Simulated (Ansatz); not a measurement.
**Molecular dynamics of CH2ClSi**

input.yaml

```yaml
crystal:
  periodic: [false, false, false]
  atoms:
    - { symbol: Si, position_ang: [-0.253977, 0.508671, -0.37196] }
    - { symbol: C, position_ang: [0.58926, -0.540851, 0.654747] }
    - { symbol: Cl, position_ang: [0.906022, -1.984302, 1.382616] }
    - { symbol: H, position_ang: [-1.420834, 0.096405, -1.196234] }
    - { symbol: H, position_ang: [0.179529, 1.920077, -0.469169] }
magnetization:
  spin_polarized: true
  initial_magnetization: 1
basis:
  gaussian: { orbitals: def2-SVP }
hamiltonian:
  xc: pbe0
  dispersion: d4
md:
  timestep: 4.0
  n_steps: 40
  ensemble: nvt_nose_hoover
  temperature: 1000.0
  initial_velocities: maxwell_boltzmann
  seed: 849372
  nose_hoover: { tau: 20.0, chain_length: 1 }
```

Run as:

```bash
$ ansatz run input.yaml --threads 1 --pin off --max-ram 2048MiB --backend cpu --events-out ev --progress --plain --runs-dir out
```

It starts from a relaxed structure.

Output, in part (step lines, the closing report, with atoms numbered from 0):

```
md step     0: t =     0.00 fs  T =  1000.0 K  F+E_penalty+E_count = -21450.11677520 eV  E_kin = 0.387780 eV  conserved = -21449.72899520 eV  (56 SCF iters)
[... lines left out ...]
Total energy: -21449.80554456 eV, -788.2658145623 hartree
Atom 0 at    -0.208793     0.511085    -0.429744 Å, force    -0.666183     1.253145    -0.927031 eV/Å
Atom 1 at     0.322368    -0.497609     0.779997 Å, force     1.513433    -3.456551     1.620105 eV/Å
Atom 2 at     0.958290    -2.011034     1.378635 Å, force    -1.031555     2.022894    -0.650177 eV/Å
Atom 3 at    -1.496525     0.518205    -1.200829 Å, force     0.151677    -0.270554     0.121281 eV/Å
Atom 4 at     0.338284     1.855893    -0.207027 Å, force     0.032628     0.451066    -0.164178 eV/Å
Dipole moment:    -0.094702     0.092708    -0.272176 e Å
```

The steps, from the saved trajectory:

```
time (fs)  T (K)  potential energy less start (eV)  conserved less start (meV/atom)
      0.0   1000                             0.000                             0.00
      4.0    763                             0.164                            14.29
      8.0    655                             0.233                            18.69
     12.0    911                             0.094                             8.07
     16.0    679                             0.313                            30.46
     20.0    456                             0.464                            39.74
     24.0    661                             0.377                            32.86
     28.0    543                             0.557                            52.76
     32.0    480                             0.673                            63.69
     36.0    432                             0.749                            67.09
     40.0    794                             0.550                            42.80
     44.0   1100                             0.370                             9.47
     48.0    625                             0.749                            28.93
     52.0   1319                             0.496                             9.63
     56.0   2225                             0.247                            -7.53
     60.0   1602                             0.807                            26.20
     64.0   2120                             0.679                            21.55
     68.0   3269                             0.294                            26.98
     72.0   2017                             0.738                            41.60
     76.0    787                             1.150                            49.69
     80.0    873                             0.902                            19.37
     84.0   1129                             0.691                            11.62
     88.0    857                             0.796                            26.52
     92.0    754                             0.766                            23.87
     96.0   1008                             0.693                            40.43
    100.0   1315                             0.441                            29.18
    104.0   1063                             0.453                            29.32
    108.0    616                             0.622                            40.79
    112.0    920                             0.375                            25.05
    116.0   1107                             0.197                            16.49
    120.0    630                             0.449                            40.81
    124.0    815                             0.305                            34.21
    128.0    935                             0.175                            25.81
    132.0    402                             0.529                            61.24
    136.0    758                             0.430                            72.25
    140.0    912                             0.338                            69.10
    144.0    384                             0.612                            84.94
    148.0    775                             0.572                           106.98
    152.0    804                             0.568                           107.09
    156.0    524                             0.435                            56.53
    160.0    373                             0.311                            17.41
```

The run went to its last step. The conserved energy changed by up to 110 meV per atom, so the integration failed: the time step of 4 fs is too long for the fastest motions that this run met, and the later frames carry no physical meaning.

The same pairs are bonded in the first frame and the last. Pairs count as bonded within 1.25 times the sum of covalent radii (0.12 Å more for H–H).

Last frame:

```xyz
5
Properties=species:S:1:pos:R:3
Si -0.209 0.511 -0.430
C 0.322 -0.498 0.780
Cl 0.958 -2.011 1.379
H -1.496 0.518 -1.201
H 0.338 1.856 -0.207
```

Time of the run: 120 s on 1 thread of Arm Neoverse V1, with other jobs on the host, peak memory 0.14 GiB.
